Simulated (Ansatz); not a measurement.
hcp Os was calculated with r²SCAN in Ansatz (PAW).

A perfect cell of 2 atoms has -22795.2661 eV. A cell of 36 sites with one atom taken out, atoms relaxed at the host's volume, has -398913.9777 eV. Energies are extrapolated to zero smearing.

Defect cell: Run with plane-wave cutoff 500 eV, 5×5×5 k mesh, Fermi–Dirac smearing 0.1 eV, cell of 36 sites, scalar-relativistic PAW data made under PBE.

Perfect cell: Settings: plane-wave cutoff 500 eV, 15×15×10 k mesh (along the axes of the cell as run), Fermi–Dirac smearing 0.1 eV, scalar-relativistic PAW data made under PBE.

Work out the vacancy formation energy, and the share of vacant sites at 2600 K if the formation entropy is left out.

E_f = E(35) − 35 × E_bulk per atom = -398913.9777 − 35 × (-22795.2661/2) = 3.18 eV. With k_B T = 0.22405 eV, exp(−3.18/0.22405) = 7e-07. Before relaxation the value is 3.23 eV.

The cell is finite, so the vacancy feels its images.

Note: energies are extrapolated to zero smearing, and mesh and cell size move such values by some hundredths of an eV or more.

Ansatz is a program for electronic structure.
